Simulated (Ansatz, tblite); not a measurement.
Potential energy curve for Na2, singlet.

Methods: GFN2-xTB, 300 K electronic temperature (tblite); RKS-PBE = restricted PBE/aug-cc-pVQZ in Ansatz (a program for electronic structure); RCCSD = CCSD on RHF/aug-cc-pVQZ, frozen core run with Ansatz.

Total energies in hartree (comparable only within one method and basis):

```
R / Å  GFN2-xTB     RKS-PBE       RCCSD
-----  --------  ----------  ----------
2.52   -0.41247  -324.35698  -323.73247
2.65   -0.41525  -324.36080  -323.73709
2.74   -0.41565  -324.36265  -323.73947
2.92   -0.41415  -324.36480  -323.74255
3.01   -0.41265  -324.36523  -323.74338
3.10   -0.41084  -324.36530  -323.74383
3.17   -0.40928  -324.36514  -323.74394
3.25   -0.40738  -324.36476  -323.74385
3.45   -0.40230  -324.36309  -323.74282
3.55   -0.39969  -324.36196  -323.74198
3.88   -0.39304  -324.35749  -323.73826
4.16   -0.38680  -324.35328  -323.73463
4.63   -0.37538  -324.34627  -323.72888
5.10   -0.36549  -324.34008  -323.72443
5.60   -0.35703  -324.33471  -323.72132
6.26   -0.34912  -324.32943  -323.71912
6.86   -0.34454  -324.32613  -323.71821
7.50   -0.34143  -324.32380  -323.71776
8.36   -0.33899  -324.32200  -323.71751
9.44   -0.33752  -324.32095  -323.71740
```

The restricted form behind RKS-PBE keeps the bonding electrons paired and can't separate into open-shell fragments. With two correlated electrons CCSD is exact in the basis where it finds the lowest root (RCCSD).
